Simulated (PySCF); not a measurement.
**[ClH6]+: from HF to coupled cluster and rigid scans**

How much do the numbers for [ClH6]+ (singlet) hang on the method? All levels run at one geometry, the PBE0 minimum. Rigid scans about the minimum follow.

The runs use PySCF 2.14.0; several methods, basis Cl def2-TZVP, H def2-TZVP, no relativity, density fitting.

## Step 1: Where the work starts

7 atoms, charge 1, spin multiplicity 1.

Bond lengths: Cl1–H2 1.379 Å, Cl1–H3 1.379 Å, Cl1–H4 1.379 Å, Cl1–H5 1.379 Å, Cl1–H6 1.379 Å, Cl1–H7 1.379 Å. Angles: H2–Cl1–H3 180.0°, H2–Cl1–H4 90.0°, H2–Cl1–H5 90.0°, H2–Cl1–H6 90.0°, H2–Cl1–H7 90.0°, H3–Cl1–H4 90.0°, H3–Cl1–H5 90.0°, H3–Cl1–H6 90.0°, H3–Cl1–H7 90.0°, H4–Cl1–H5 90.0°, H4–Cl1–H6 180.0°, H4–Cl1–H7 90.0°, H5–Cl1–H6 90.0°, H5–Cl1–H7 180.0°, H6–Cl1–H7 90.0°.

```xyz
7
charge 1 multiplicity 1
Cl    0.0000    0.0000    0.0000
H     0.0000    0.0000    1.3787
H     0.0000    0.0000   -1.3787
H     1.3787    0.0000    0.0000
H     0.0000    1.3787    0.0000
H    -1.3787    0.0000    0.0000
H     0.0000   -1.3787    0.0000
```

## Step 2: PBE0

One driver script runs all steps and calls PySCF; scf.py shows the equivalent input of each level. Each SCF starts from the density of the minimum. The driver also runs the species with one electron less or more at the same geometry (cation multiplicity 2, anion multiplicity 2); their logs are not shown.

Contents of scf.py:

```python
from pyscf import gto, scf, dft
mol = gto.M(atom='''
Cl     0.000000     0.000000     0.000000
H     -0.000000     0.000000     1.378655
H      0.000000    -0.000000    -1.378655
H      1.378655    -0.000000     0.000000
H      0.000000     1.378655    -0.000000
H     -1.378655     0.000000    -0.000000
H     -0.000000    -1.378655     0.000000''',
    basis={'Cl': 'def2-TZVP', 'H': 'def2-TZVP'},
    charge=1, spin=0)
mf = dft.RKS(mol, xc='PBE0')
mf.grids.atom_grid = (75, 302)
aux = {'Cl': 'def2-universal-JKFIT', 'H': 'def2-universal-JKFIT'}
mf = mf.density_fit(auxbasis=aux)
mf.conv_tol = 1e-08
mf.diis_space = 10
mf.max_cycle = 60
mf.verbose = 4
mf.kernel()
```

Command:

```
OMP_NUM_THREADS=2 python axn.py task.json out
```

## Step 3: HF

scf.py: that of step 2 with these lines changed.

```diff
@@ -12,2 +12 @@
-mf = dft.RKS(mol, xc='PBE0')
-mf.grids.atom_grid = (75, 302)
+mf = scf.RHF(mol)
```

## Step 4: MP2

scf.py: that of step 3 with these lines changed.

```diff
@@ -19,0 +20,2 @@
+from pyscf.mp import dfmp2
+dfmp2.DFMP2(mf, frozen=5).kernel()  # the driver gives MP2 a fitting basis of its own (RI)
```

## Step 5: PBE

scf.py: that of step 4 with these lines changed.

```diff
@@ -12 +12,2 @@
-mf = scf.RHF(mol)
+mf = dft.RKS(mol, xc='PBE')
+mf.grids.atom_grid = (75, 302)
@@ -20,2 +20,0 @@
-from pyscf.mp import dfmp2
-dfmp2.DFMP2(mf, frozen=5).kernel()  # the driver gives MP2 a fitting basis of its own (RI)
```

## Step 6: CCSD(T)

scf.py: that of step 5 with these lines changed.

```diff
@@ -12,2 +12 @@
-mf = dft.RKS(mol, xc='PBE')
-mf.grids.atom_grid = (75, 302)
+mf = scf.RHF(mol)
@@ -20,0 +20,3 @@
+from pyscf import cc
+mycc = cc.CCSD(mf, frozen=5).run()
+mycc.ccsd_t()
```

## Step 7: r2SCAN

scf.py: that of step 6 with these lines changed.

```diff
@@ -12 +12,2 @@
-mf = scf.RHF(mol)
+mf = dft.RKS(mol, xc='R2SCAN')
+mf.grids.atom_grid = (90, 434)
@@ -20,3 +20,0 @@
-from pyscf import cc
-mycc = cc.CCSD(mf, frozen=5).run()
-mycc.ccsd_t()
```

## Step 8: B3LYP

scf.py: that of step 7 with these lines changed.

```diff
@@ -12,2 +12,2 @@
-mf = dft.RKS(mol, xc='R2SCAN')
-mf.grids.atom_grid = (90, 434)
+mf = dft.RKS(mol, xc='B3LYP')
+mf.grids.atom_grid = (75, 302)
```

## Step 9: TPSSh

scf.py: that of step 8 with these lines changed.

```diff
@@ -12,2 +12,2 @@
-mf = dft.RKS(mol, xc='B3LYP')
-mf.grids.atom_grid = (75, 302)
+mf = dft.RKS(mol, xc='TPSSH')
+mf.grids.atom_grid = (90, 434)
```

## Step 10: M06-2X

scf.py: that of step 9 with these lines changed.

```diff
@@ -12 +12 @@
-mf = dft.RKS(mol, xc='TPSSH')
+mf = dft.RKS(mol, xc='M062X')
```

## Step 11: wB97X

scf.py: that of step 10 with these lines changed.

```diff
@@ -12,2 +12,2 @@
-mf = dft.RKS(mol, xc='M062X')
-mf.grids.atom_grid = (90, 434)
+mf = dft.RKS(mol, xc='WB97X')
+mf.grids.atom_grid = (75, 302)
```

## Step 13: Breathing scan

A rigid scan with PBE0: all bonds to the central atom are scaled together. Each point starts from its neighbour's orbitals, and energies count from the minimum. Dipoles of the ion refer to the centre of mass.

## Step 14: Stretching one bond

A rigid scan with PBE0: the bond from Cl to the last atom (H) is scaled and the rest held.

## Step 15: Trigonal twist

A rigid scan with PBE0: D3 path, twist of the two triangles (60 octahedral, 0 prismatic), bonds and polar angle fixed.

(Steps that only read results are left out.)

What does the calculation give? Wanted: vertical ionisation energy, CCSD(T); vertical electron affinity, CCSD(T); gap, range; T1, D1; T1, D1 of the species with one electron less; T1, D1 of the species with one electron more; all bonds 4 % longer; one bond 20 % longer; prismatic shape, bonds held.

As calculated:

| quantity | value |
| --- | --- |
| vertical ionisation energy, CCSD(T) | 17.12 eV |
| vertical electron affinity, CCSD(T) | 6.05 eV |
| gap, range | 3.91 (PBE) to 12.27 (HF) eV |
| T1, D1 | 0.008, 0.013 |
| T1, D1 of the species with one electron less | 0.026, 0.087 |
| T1, D1 of the species with one electron more | 0.011, 0.021 |
| all bonds 4 % longer | 14.6 kJ/mol |
| one bond 20 % longer | 39.0 kJ/mol |
| prismatic shape, bonds held | 464.7 kJ/mol |

For the vertical ionisation energy, wB97X comes nearest to CCSD(T) (+0.01 eV) and HF is farthest (-0.95 eV). wB97X costs 4.4 s against 36 s for CCSD(T), a factor of about 8, and lands within 0.01 eV. For the vertical electron affinity, MP2 comes nearest to CCSD(T) (+0.04 eV) and HF is farthest (-0.79 eV). PBE's −ε(HOMO), 13.3 eV, falls 3.8 eV short of the ionisation energy, while its energy difference gives 17.1 eV. Shortening all bonds by 4 % costs 18.2 kJ/mol and lengthening them 14.6: the wall is steeper on the short side. Held rigid otherwise, the prismatic shape costs 465 kJ/mol.
